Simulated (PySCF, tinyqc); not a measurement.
Worked calculation: RKS/B3LYP (VWN-RPA form) in the sto-3g basis, for OH-, spin multiplicity 1. The basis has no diffuse functions, so it cannot describe the extra electron: this is an exercise in the method, not the real anion. The lowest restricted solution is unstable here: a spin-polarised one lies 0.0014 hartree lower (PySCF). One step of it, computed by the program tinyqc.

Question. Iteration 2: DIIS coefficients. Solve [B -1; -1 0][c; lambda] = [0; -1] for the coefficients, which sum to one.

B (overlaps of the stored error matrices):
```
,1,2
1,8.1048787e-03,1.9641854e-02
2,1.9641854e-02,2.5790973e-01
```

Give: DIIS coefficients.

Answer.

DIIS coefficients: 1.0509  -0.0509
